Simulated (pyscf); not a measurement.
Optimised with ωB97X-D3(BJ)/def2-SVP in PySCF.

SMILES: [O]=[MoH]([Cl])([Cl])[Cl]
```xyz
6

O      1.8480    -0.0048    -0.8727
Mo     0.3200     0.2032    -0.3374
Cl    -0.3506     2.0264    -1.5145
Cl    -1.3119    -1.1729    -1.1133
Cl     0.4145    -0.7123     1.7392
H      0.3734     1.4767     0.7217
```

Question: How much does it cost (ΔH, 298 K, ωB97M-D3(BJ)/def2-TZVP) to split O=MoH(Cl)(Cl)–Cl at its Cl–Mo bond into [O=MoH(Cl)–Cl]• + Cl•?

Answer: Cl–Mo to [O=MoH(Cl)–Cl]• + Cl•: 214.4 kJ/mol. The 7 functionals that were run give +206.0 (M06-2X) to +273.1 kJ/mol (PBE). The radicals are drawn with the spin at the cut bond; how far it spreads was not checked. Other isomers of [O=MoH(Cl)–Cl]• were not searched in full and may lie lower. Left out: the spin-orbit lowering of Cl. Open-shell species with a d-block atom are single-reference here; other states, and whether the spin sits on metal or ligand, were not checked. Elements past Kr carry the def2 core potentials, without spin-orbit coupling.
